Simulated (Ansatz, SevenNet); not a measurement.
## Rhombohedral A7 Bi: properties by level of theory

Reference values: lattice constant a 4.533 Å (measured, low temperature, zero-point motion not removed, hexagonal setting; as tabulated in Arnaud et al. (2016), arXiv:1602.08959); lattice parameter c 11.796 Å (measured, low temperature, zero-point motion not removed, hexagonal setting; as tabulated in Arnaud et al. (2016), arXiv:1602.08959).

```
level (code)        lattice parameter a (Å)  lattice parameter c (Å)
------------------  -----------------------  -----------------------
SevenNet-0                                ?                   11.716
SevenNet-l3i5                         4.590                   12.134
PBEsol (Ansatz)                           ?                        ?
r²SCAN-D4 (Ansatz)                    4.521                        ?
HSE06 (Ansatz)                        4.513                        ?
```

Q: Complete the blanks.

A: 
- SevenNet-0, lattice parameter a (Å): 4.609
- PBEsol (Ansatz, an electronic-structure program), lattice parameter a (Å): 4.525
- PBEsol (Ansatz), lattice parameter c (Å): 11.649
- r²SCAN-D4 (Ansatz), lattice parameter c (Å): 12.187
- HSE06 (Ansatz), lattice parameter c (Å): 12.236

Differences from the reference values (errors of the level alone only where the reference is corrected to a static lattice):

| level | lattice constant a (%) | lattice parameter c (%) |
|---|---|---|
| SevenNet-0 | +1.68 | -0.68 |
| SevenNet-l3i5 | +1.26 | +2.87 |
| PBEsol | -0.18 | -1.25 |
| r²SCAN-D4 | -0.26 | +3.31 |
| HSE06 | -0.44 | +3.73 |

Nearest: lattice constant a, not ranked (one source); lattice parameter c, not ranked (one source).

Machine-learned potentials (SevenNet-0, SevenNet-l3i5) are trained on DFT data: a solid inside that data is no test of them.

Caveats: the cell comes from a level without a dispersion term, which matters for the spacing of layers, chains or molecules (PBEsol, HSE06). Ansatz's density-functional and Hartree–Fock values are scalar-relativistic unless marked +SOC, with PAW data made under PBE.

Differences are worked out from the printed values.

Computed values are for the static lattice.
